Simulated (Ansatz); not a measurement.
Born–Oppenheimer molecular dynamics of H₅SSi (7 atoms, charge 0, multiplicity 2). It starts at the highest image of a converged band. Of that band: A vibrational analysis at the climbing image gives one clearly imaginary mode, 556i cm⁻¹, and a faint second one (40i cm⁻¹) that may be numerical noise or a soft torsion: probably a first-order saddle point.

Computed with UKS B3LYP-D4/def2-mTZVP in Ansatz.

```json
{
 "ensemble": "NVE (velocity Verlet)",
 "time step": "0.5 fs",
 "steps asked": "200",
 "starting velocities drawn for": "100 K",
 "seed": "2636"
}
```

Frames 2.5 fs apart, positions in Å, forces in eV/Å.

Velocities at 20.0 fs (Å/ps):

```
H -12.00 -4.96 42.99
Si 0.40 1.09 -1.59
S -0.26 0.04 0.06
H 6.88 -0.05 8.50
H -2.84 -6.62 -14.15
H 3.89 -15.67 -4.03
H 1.27 -4.38 9.19
```

```xyz
7
Properties=species:S:1:pos:R:3:forces:R:3 time_fs=20.0 energy_less_start_eV=-0.086 T=233
H 0.223 -0.134 -0.544 -0.11 -0.18 0.44
Si -0.290 -0.328 0.945 0.37 0.35 0.27
S 0.667 0.134 -2.236 0.14 0.00 -0.49
H -0.439 -1.763 1.252 -0.03 -0.10 -0.07
H -1.601 0.367 1.005 0.12 -0.01 0.13
H 0.758 0.268 1.862 -0.48 -0.12 -0.31
H 0.718 1.461 -1.973 -0.01 0.06 0.03
7
Properties=species:S:1:pos:R:3:forces:R:3 time_fs=22.5 energy_less_start_eV=-0.077 T=219
H 0.192 -0.151 -0.431 0.31 -0.05 -0.68
Si -0.288 -0.325 0.941 -0.21 -0.28 1.15
S 0.667 0.134 -2.236 0.16 -0.07 -0.62
H -0.423 -1.765 1.271 -0.07 0.02 -0.14
H -1.605 0.351 0.975 0.05 0.07 0.24
H 0.755 0.228 1.845 -0.23 0.17 0.00
H 0.721 1.454 -1.948 0.00 0.14 0.06
7
Properties=species:S:1:pos:R:3:forces:R:3 time_fs=25.0 energy_less_start_eV=0.043 T=34
H 0.181 -0.171 -0.361 0.80 0.11 -2.04
Si -0.288 -0.323 0.940 -0.98 -0.88 2.08
S 0.667 0.134 -2.238 0.16 0.07 -0.59
H -0.411 -1.766 1.281 -0.12 0.08 -0.16
H -1.606 0.339 0.958 -0.03 0.14 0.28
H 0.739 0.198 1.829 0.17 0.48 0.41
H 0.724 1.453 -1.921 -0.01 0.00 0.02
7
Properties=species:S:1:pos:R:3:forces:R:3 time_fs=27.5 energy_less_start_eV=-0.040 T=161
H 0.213 -0.186 -0.400 0.43 0.01 -1.06
Si -0.289 -0.322 0.943 -0.64 -0.80 1.08
S 0.667 0.134 -2.240 0.16 0.25 -0.51
H -0.407 -1.764 1.282 -0.14 0.03 -0.14
H -1.609 0.335 0.958 -0.02 0.15 0.24
H 0.731 0.195 1.835 0.22 0.53 0.44
H 0.727 1.452 -1.893 -0.01 -0.16 -0.05
7
Properties=species:S:1:pos:R:3:forces:R:3 time_fs=30.0 energy_less_start_eV=-0.100 T=254
H 0.269 -0.200 -0.501 -0.14 -0.08 0.34
Si -0.291 -0.323 0.949 0.23 -0.31 0.03
S 0.667 0.135 -2.244 0.13 0.23 -0.36
H -0.410 -1.760 1.275 -0.13 -0.09 -0.09
H -1.612 0.340 0.972 0.05 0.11 0.14
H 0.735 0.223 1.865 -0.14 0.27 0.03
H 0.729 1.443 -1.867 0.00 -0.13 -0.09
7
Properties=species:S:1:pos:R:3:forces:R:3 time_fs=32.5 energy_less_start_eV=-0.044 T=169
H 0.319 -0.218 -0.588 -0.33 -0.05 0.66
Si -0.293 -0.325 0.955 0.65 0.10 -0.10
S 0.668 0.136 -2.248 0.07 0.01 -0.17
H -0.421 -1.760 1.262 -0.09 -0.14 -0.03
H -1.613 0.351 0.994 0.11 0.04 0.03
H 0.730 0.266 1.898 -0.44 -0.04 -0.33
H 0.731 1.427 -1.847 0.02 0.09 -0.08
7
Properties=species:S:1:pos:R:3:forces:R:3 time_fs=35.0 energy_less_start_eV=-0.004 T=107
H 0.350 -0.239 -0.637 -0.34 0.01 0.55
Si -0.294 -0.327 0.960 0.60 0.18 -0.08
S 0.669 0.137 -2.253 0.03 -0.14 0.00
H -0.437 -1.769 1.248 -0.03 -0.05 0.02
H -1.606 0.364 1.018 0.10 -0.01 -0.06
H 0.701 0.307 1.912 -0.38 -0.20 -0.38
H 0.735 1.416 -1.830 0.03 0.21 -0.07
7
Properties=species:S:1:pos:R:3:forces:R:3 time_fs=37.5 energy_less_start_eV=0.007 T=89
H 0.360 -0.260 -0.652 -0.34 0.08 0.50
Si -0.293 -0.328 0.965 0.24 -0.04 -0.33
S 0.669 0.138 -2.257 0.02 -0.04 0.13
H -0.456 -1.780 1.235 0.03 0.10 0.06
H -1.595 0.378 1.039 0.01 -0.04 -0.14
H 0.651 0.338 1.905 0.01 -0.15 -0.11
H 0.740 1.416 -1.818 0.03 0.09 -0.11
7
Properties=species:S:1:pos:R:3:forces:R:3 time_fs=40.0 energy_less_start_eV=0.020 T=69
H 0.350 -0.276 -0.638 -0.35 0.12 0.60
Si -0.292 -0.329 0.970 -0.15 -0.29 -0.77
S 0.670 0.138 -2.262 0.03 0.13 0.17
H -0.472 -1.786 1.226 0.08 0.18 0.11
H -1.583 0.388 1.051 -0.09 -0.06 -0.20
H 0.602 0.359 1.892 0.47 0.01 0.26
H 0.747 1.422 -1.813 0.01 -0.10 -0.16
7
Properties=species:S:1:pos:R:3:forces:R:3 time_fs=42.5 energy_less_start_eV=-0.009 T=114
H 0.319 -0.285 -0.587 -0.34 0.13 0.77
Si -0.292 -0.331 0.973 -0.26 -0.19 -0.92
S 0.671 0.139 -2.266 0.05 0.15 0.01
H -0.484 -1.782 1.223 0.09 0.10 0.18
H -1.576 0.395 1.052 -0.13 -0.08 -0.22
H 0.578 0.381 1.893 0.57 -0.01 0.32
H 0.755 1.422 -1.817 0.01 -0.10 -0.13
7
Properties=species:S:1:pos:R:3:forces:R:3 time_fs=45.0 energy_less_start_eV=-0.098 T=251
H 0.269 -0.286 -0.492 -0.14 0.12 0.52
Si -0.291 -0.334 0.974 -0.19 0.25 -0.29
S 0.672 0.140 -2.270 0.08 0.00 -0.28
H -0.490 -1.772 1.231 0.08 -0.06 0.25
H -1.577 0.397 1.039 -0.10 -0.11 -0.17
H 0.587 0.402 1.911 0.26 -0.27 0.00
H 0.763 1.418 -1.828 0.01 0.07 -0.03
7
Properties=species:S:1:pos:R:3:forces:R:3 time_fs=47.5 energy_less_start_eV=-0.084 T=230
H 0.213 -0.280 -0.372 0.52 0.14 -1.00
Si -0.292 -0.335 0.975 -0.55 0.50 1.48
S 0.674 0.141 -2.274 0.09 -0.10 -0.44
H -0.492 -1.765 1.254 0.06 -0.14 0.27
H -1.584 0.393 1.017 -0.04 -0.12 -0.06
H 0.610 0.406 1.929 -0.09 -0.46 -0.29
H 0.772 1.417 -1.842 0.02 0.17 0.04
```

Of the whole run (100 fs, mean temperature of the second half 228 K): The conserved energy stayed within 0.14 meV per atom of its start (net change -0.018 meV per atom), so the integration is sound. The system heated up, since it started high on the potential surface and ran downhill. A run of 0.1 ps of so small a system gives no equilibrium averages.

The run took 3.6 min on 2 threads of Arm Neoverse V2, on a shared host, peak memory 0.14 GiB.
